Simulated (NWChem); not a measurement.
# methane (CH4); SMILES C

Results from NWChem. All runs use the structure optimised with PBE0/def2-SVP. Vertical excitations in the gas phase; the lowest state need not have the same character in each row.

```tsv
level	lowest excitation, singlet (eV)	oscillator strength of that lowest state	orbital gap (eV)
PBE/def2-SVPD, full TDDFT	9.88	0.116	9.73
B3LYP/def2-SVPD, full TDDFT	?	0.129	?
LDA (Slater exchange, VWN5)/def2-SVPD, full TDDFT	9.90	0.126	9.78
PBE0/def2-SVPD, full TDDFT	10.51	0.137	11.92
```

Some entries are withheld; supply them.


- B3LYP/def2-SVPD, full TDDFT, lowest excitation, singlet (eV): 10.26
- B3LYP/def2-SVPD, full TDDFT, orbital gap (eV): 11.35
